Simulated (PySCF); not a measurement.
H2S, SMILES S, point group C2v.

Level: PBE0/pcSseg-2 in PySCF (density fitting, grid level 2); geometry and Hessian at that level, cubic constants and property derivatives from steps of ±0.6 along each species' dimensionless normal coordinates, second-order vibrational perturbation theory. The parent has the commonest isotopes.

Equilibrium geometry (Å):

| atom | x | y | z |
| --- | --- | --- | --- |
| S1 | 0.0244 | 0.6165 | -0.0098 |
| H2 | -0.9556 | -0.2990 | -0.0420 |
| H3 | 0.9772 | -0.3277 | 0.0016 |

Q: How much do zero-point and thermal motion change the parent's shieldings?

A: 
```json
{"atom": "S1", "σe (ppm)": "712.89", "anharmonic part, 0 K": "-14.13", "harmonic part, 0 K": "-8.17", "Δσ at 0 K": "-22.31", "Δσ at 300 K": "-23.29", "Δσ at 500 K": "-23.88"}
{"atom": "H2", "σe (ppm)": "30.50", "anharmonic part, 0 K": "-0.40", "harmonic part, 0 K": "0.02", "Δσ at 0 K": "-0.38", "Δσ at 300 K": "-0.41", "Δσ at 500 K": "-0.43"}
```

Q: And the bond lengths, in the parent and with ³⁴S at 1?

A: 
| bond | re (Å) | ⟨r⟩ at 0 K | between mean positions | ⟨r⟩, labelled |
| --- | --- | --- | --- | --- |
| S1–H2 | 1.3415 | 1.3593 | 1.3566 | 1.3593 |

The study (54 SCF points, 71 basis functions) took 49 s on 1 thread of Arm Neoverse V1 (shared host) (rough), peak memory 0.36 GiB, launched as `OMP_NUM_THREADS=1 python ens_run.py task.json out`.
